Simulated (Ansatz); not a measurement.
**BSiN (triplet): from Hartree-Fock to the top rungs, cc-pVDZ**

Aim: climb from Hartree-Fock through coupled cluster and multireference methods for BSiN (triplet) at one geometry and basis, and see what each rung misses.

Computed with Ansatz 0.2.0, Gaussian basis. Level: cc-pVDZ, core rule «outside noble gas», up to 7 orbitals frozen.

To be run: UHF; CCSD(T) on ROHF; CCSD(T) on UHF; BCCD(T) on ROHF; CISD as a restricted active space (open shells left free, so some higher excitations enter); CCSDT(Q) on ROHF; CCSDT(Q) on UHF; CASSCF and MRCISD+Q, 10 electrons in 11 orbitals; CASSCF and NEVPT2, 10 electrons in 11 orbitals.

31 further runs of the same task are left out: 6 for a known fault of the program, 11 that didn't finish, 14 set aside as unsound or not needed. Runs told in other sessions of the task aren't counted.

### 1 The system

The geometry is a PBE0/def2-TZVP stationary point (not a proven minimum).

3 atoms, charge 0, spin multiplicity 3.

Atoms are counted from 1 here; the program's logs count them from 0.

Bond lengths: B1–N2 1.274 Å, N2–Si3 1.674 Å. Angles: B1–N2–Si3 180.0°.

### 2 UHF

Input file in.yaml:

```yaml
crystal:
  periodic: [false, false, false]
  atoms:
    - {symbol: B, position_ang: [0.000000, 0.000000, -1.407767]}
    - {symbol: N, position_ang: [0.000000, 0.000000, -0.133267]}
    - {symbol: Si, position_ang: [0.000000, 0.000000, 1.541033]}
basis:
  gaussian: {orbitals: cc-pVDZ}
magnetization: {spin_polarized: true, initial_magnetization: 2}
hamiltonian: {xc: hf}
output: {orbitals: {seedname: orbitals}}
```

Run with:

```
ansatz run in.yaml --threads 1 --pin off --events-out ev --progress --plain --max-ram 2393MiB
```

After this run come: CCSD(T) on ROHF; CCSD(T) on UHF; BCCD(T) on ROHF; CISD as a restricted active space (open shells left free, so some higher excitations enter); CCSDT(Q) on ROHF; CCSDT(Q) on UHF; CASSCF and MRCISD+Q, 10 electrons in 11 orbitals; CASSCF and NEVPT2, 10 electrons in 11 orbitals.

Before running them: what should the planned runs give, taken together? Wanted: UCCSDT(Q) from the RHF energy; RMP2 from UCCSDT(Q); UMP2 from UCCSDT(Q); RCCSD from UCCSDT(Q); RCCSD(T) from UCCSDT(Q); UCCSD(T) from UCCSDT(Q); RCCSDT(Q) from UCCSDT(Q); NEVPT2 valence from UCCSDT(Q); MRCISD+Q valence from UCCSDT(Q).

**Answer**, as computed:

| quantity | value |
| --- | --- |
| UCCSDT(Q) from the ROHF energy | -8.6126 eV |
| RMP2 from UCCSDT(Q) | +1032.7 meV |
| UMP2 from UCCSDT(Q) | +1138.1 meV |
| RCCSD from UCCSDT(Q) | +434.1 meV |
| RCCSD(T) from UCCSDT(Q) | +65.7 meV |
| UCCSD(T) from UCCSDT(Q) | +77.0 meV |
| RCCSDT(Q) from UCCSDT(Q) | +5.4 meV |
| NEVPT2 valence from UCCSDT(Q) | +1136.5 meV |
| MRCISD+Q valence from UCCSDT(Q) | +131.4 meV |
| levels within 1 kcal/mol (43 meV) | RCCSDT, UCCSDT, RCCSDT(Q) |
| T1 diagnostic | 0.037 |
| effectively unpaired electrons | 2.07 |

**Reading.** RCCSD(T) lands +65.7 meV from the yardstick (0.8 % of the correlation energy). One determinant dominates. Of the multireference levels listed MRCISD+Q valence comes nearest in total energy (+131.4 meV), which doesn't show that its space is the better one. These misses are within one basis, not against nature; the frozen cores of restricted and unrestricted runs differ, which can shift their rows.

With open shells the CI space here admits some higher excitations, so it is larger than plain CISD.
